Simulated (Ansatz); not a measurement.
fcc Pd, treated with PBEsol (PAW; Ansatz, a first-principles code).

Run with plane-wave cutoff 520 eV, 18×18×18 k mesh, Fermi–Dirac smearing 0.1 eV, perturbation theory, force constants from a 6×6×6 q mesh, scalar-relativistic PAW data made under PBE.

Computed at the level's own relaxed cell. Harmonic vibrational thermodynamics at fixed volume:

```csv
T (K),S_vib (J/K per mol of atoms),C_V (J/K per mol of atoms),F_vib (eV/atom)
0,0.00,0.00,0.0282
100,?,?,?
300,?,?,?
400,?,?,?
600,?,?,?
700,?,?,?
900,?,?,?
```

Task: Fill in the missing entries.

Result: 
- 100, S_vib (J/K per mol of atoms): 11.53
- 100, C_V (J/K per mol of atoms): 16.90
- 100, F_vib (eV/atom): 0.0241
- 300, S_vib (J/K per mol of atoms): 34.87
- 300, C_V (J/K per mol of atoms): 23.78
- 300, F_vib (eV/atom): -0.0272
- 400, S_vib (J/K per mol of atoms): 41.79
- 400, C_V (J/K per mol of atoms): 24.28
- 400, F_vib (eV/atom): -0.0670
- 600, S_vib (J/K per mol of atoms): 51.71
- 600, C_V (J/K per mol of atoms): 24.64
- 600, F_vib (eV/atom): -0.1646
- 700, S_vib (J/K per mol of atoms): 55.52
- 700, C_V (J/K per mol of atoms): 24.72
- 700, F_vib (eV/atom): -0.2202
- 900, S_vib (J/K per mol of atoms): 61.74
- 900, C_V (J/K per mol of atoms): 24.81
- 900, F_vib (eV/atom): -0.3420

The crystal is taken as a harmonic solid at every temperature: melting, phase changes and thermal expansion are not seen, nor the electrons' share in a metal.
